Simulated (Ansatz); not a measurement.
## Ansatz (development build ahead of 0.2.0) run

```yaml
crystal:
  periodic: [false, false, false]
  atoms:
    - { symbol: C, position_ang: [0.6707, 0.77779, -0.00781] }
    - { symbol: C, position_ang: [-0.6766, 0.7786, -0.00085] }
    - { symbol: C, position_ang: [-0.66663, -0.78399, 0.00991] }
    - { symbol: C, position_ang: [0.65862, -0.7816, -0.00347] }
    - { symbol: H, position_ang: [1.44715, 1.54608, 0.00303] }
    - { symbol: H, position_ang: [-1.44604, 1.54684, -0.00567] }
    - { symbol: H, position_ang: [-1.43891, -1.54365, 0.00222] }
    - { symbol: H, position_ang: [1.43779, -1.54484, -0.00454] }
basis:
  gaussian: { orbitals: STO-3G }
hamiltonian:
  xc: hf
correlation:
  method: mp2
  frozen_orbitals: { C: 1, H: 0 }
```

The input is written out in the form of the current development build from the run's settings.

Results

```
Converged                       : yes
Reference energy                : -151.74563 hartree
Correlation energy              : -0.25340 hartree
Total energy                    : -151.99903 hartree
Spin squared of the determinant : 0.000
```

Caution: in another basis set an unrestricted determinant lies well below.
